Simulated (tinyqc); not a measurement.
Hueckel theory of the pi electrons, for the molecule C=NN (SMILES; centres numbered as the heavy atoms are written), step by step. Computed by tinyqc, a small Python program that keeps every step. Settings: charge = 0. Command: `OMP_NUM_THREADS=1 python tinyqc.py 24601 24602 out.jsonl` (the two numbers bound the seeds that draw the settings). One thread of a shared host (Intel(R) Xeon(R) Processor @ 2.60GHz), about 0.03 s of CPU time with the checks.

## The Hueckel matrix

Centres:
```
centre  z_r, pi electrons of the neutral centre       h
1C                                            1  0.0000
2N                                            1  0.5000
3N                                            2  1.5000
```

Bonds:
```
i  j       k
1  2       1
2  3  0.8000
```

H_rr = alpha + h_r beta, H_rs = k_rs beta for bonded centres.

Hueckel matrix in units of beta (H = alpha + beta A), order 1C, 2N, 3N:
```
[[0.0000, 1.0000, 0.0000],
 [1.0000, 0.5000, 0.8000],
 [0.0000, 0.8000, 1.5000]]
```

## Orbitals

pi electrons, sum of z_r less the charge = 4

Diagonalise; E = alpha + x beta with beta < 0, so the largest x are filled first; degenerate levels share their electrons. P = sum n_i c_ri c_si; each orbital has its largest coefficient positive (the first on a tie).

x values: [2.0813, 0.8092, -0.8906]

occupations: [2.0000, 2.0000, 0.0000]

coefficients, order 1C, 2N, 3N:
```
[[0.2718, 0.6283, 0.7289],
 [0.5657, 0.5084, -0.6492],
 [0.7785, -0.5888, 0.2172]]
```

charge and bond-order matrix P, order 1C, 2N, 3N:
```
[[0.9373, 0.9464, -0.3167],
 [0.9464, 1.1571, 0.2821],
 [-0.3167, 0.2821, 1.9056]]
```

## Energy, charges, bond orders

E = sum n x; q_r = z_r - P_rr; bond order p = P_rs; free valence = sqrt(3) - sum of p over the bonds of the atom.

pi energy = 4 alpha + this times beta = 5.7812

pi charges: [0.0627, -0.1571, 0.0944]

Bond orders and lengths from R = 1.517 - 0.180 p (angstrom, C-C alone):
```
bond       p  R
1-2   0.9464  -
2-3   0.2821  -
```

free valence of the carbons: [0.7856]

gap between the highest filled and the next level = 1.6998 |beta|
